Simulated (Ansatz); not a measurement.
**Si2H6, singlet in 6-31G*: errors against RCCSDTQ**

Geometry: MP2(full)/6-31G*, from the G2/97 set.

```xyz
8

Si    0.0000    0.0000    1.1677
Si    0.0000    0.0000   -1.1677
H     0.0000    1.3933    1.6860
H    -1.2066   -0.6966    1.6860
H     1.2066   -0.6966    1.6860
H     0.0000   -1.3933   -1.6860
H    -1.2066    0.6966   -1.6860
H     1.2066    0.6966   -1.6860
```

Basis 6-31G* (Cartesian d functions); Ansatz 0.2.0. Only valence electrons are correlated (noble-gas cores frozen), which leaves 14 electrons in 40 orbitals. R marks a restricted (for open shells ROHF) determinant. Active spaces: frontier = (8e, 8o) about the gap.

Full CI isn't at hand for all of this; RCCSDTQ serves as the reference, and is uncertain by about the last step of the cluster series.

* UHF ⟨S²⟩: 0.000
* T1 diagnostic (RCCSD): 0.0143
* largest doubles amplitude (RCCSD): 0.032

```tsv
level	E − E(RCCSDTQ) (kcal/mol)	share of correlation (%)	wall time
RHF	131.54	0.00	–
RMP2	31.25	76.25	–
CISD	14.65	88.86	1.2 s
RCCSD	3.94	97.00	–
RCCSD(T)	0.84	99.36	0.48 s
BCCD(T)	0.82	99.38	0.73 s
RCCSDT	0.10	99.92	–
RCCSDT(Q)	0.02	99.99	8.5 s
CASSCF (frontier space)	96.45	26.67	–
NEVPT2 (frontier space)	28.56	78.28	19 s
```

The correlation energy at RCCSDTQ, counted from RHF, is -5.704 eV. That run took 51 s on 2 threads of AMD EPYC 7R13 with a shared H100 80 GB, shared host.

Times hold each run's SCF and search for its determinant on a shared host, so for small cases they say little of a method's own cost; they ran on 1 thread of AMD EPYC 7R13.

Atomization energy (electronic, same basis, no zero-point term; atoms at the same level, unrestricted beside the R rows where the molecule is a closed shell, with restricted open-shell steps beyond CCSDT(Q)) at RCCSDTQ: 1959.1 kJ/mol. Errors of other levels:

```json
{"level": "RHF", "error (kJ/mol)": "-247.5"}
{"level": "RMP2", "error (kJ/mol)": "-39.2"}
{"level": "CISD", "error (kJ/mol)": "-53.7"}
{"level": "RCCSD", "error (kJ/mol)": "-10.5"}
{"level": "RCCSD(T)", "error (kJ/mol)": "-1.8"}
{"level": "BCCD(T)", "error (kJ/mol)": "-1.6"}
{"level": "RCCSDT", "error (kJ/mol)": "-0.3"}
{"level": "RCCSDT(Q)", "error (kJ/mol)": "-0.1"}
```

This basis is far from its limit, so the value isn't to be set against a measured one. Truncated CI isn't size-consistent, which counts against it in atomization.
